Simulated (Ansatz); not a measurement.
Geometry optimisation, RKS PBE/def2-SVP (Ansatz).

input.yaml

```yaml
crystal:
  periodic: [false, false, false]
  atoms:
    - { symbol: "N", position_ang: [-0.0191, -1.1153, -0.1074] }
    - { symbol: Si, position_ang: [0.1445, 0.608, -0.1519] }
    - { symbol: H, position_ang: [-1.0939, -1.2741, -0.0765] }
    - { symbol: H, position_ang: [0.4206, -1.4305, 0.7277] }
    - { symbol: H, position_ang: [-0.5316, 1.1237, -1.3713] }
    - { symbol: H, position_ang: [-0.4866, 1.1383, 1.0795] }
    - { symbol: H, position_ang: [1.6274, 0.8819, -0.1458] }
basis:
  gaussian: { orbitals: def2-SVP }
hamiltonian:
  xc: pbe
relax:
  f_tol: 0.015
  max_steps: 40
```

Launched with:

```bash
$ ansatz run input.yaml --threads 1 --pin off --max-ram 2048MiB --backend cpu --events-out ev --progress --plain --runs-dir out
```

Question: Where does it end, and by what steps?

Answer: It converged. After 5 steps the energy has fallen by 0.293 eV; H6 moved furthest, 0.30 Å.

```json
{"step": "0", "energy less start (eV)": "0.0000", "largest force component (eV/Å)": "2.663", "accepted": "yes"}
{"step": "1", "energy less start (eV)": "-0.2435", "largest force component (eV/Å)": "0.832", "accepted": "yes"}
{"step": "2", "energy less start (eV)": "-0.2776", "largest force component (eV/Å)": "0.315", "accepted": "yes"}
{"step": "3", "energy less start (eV)": "-0.2916", "largest force component (eV/Å)": "0.090", "accepted": "yes"}
{"step": "4", "energy less start (eV)": "-0.2932", "largest force component (eV/Å)": "0.121", "accepted": "yes"}
{"step": "5", "energy less start (eV)": "-0.2934", "largest force component (eV/Å)": "0.010", "accepted": "yes"}
```

```xyz
7
Properties=species:S:1:pos:R:3
N -0.081 -1.102 -0.056
Si 0.129 0.634 -0.096
H -1.034 -1.466 -0.145
H 0.413 -1.622 0.676
H -0.534 1.144 -1.347
H -0.438 1.431 1.062
H 1.606 0.913 -0.141
```

Whether the end is a true minimum wasn't checked by a vibrational analysis.

Time of the run: 8.5 s on 1 CPU thread of a shared host.
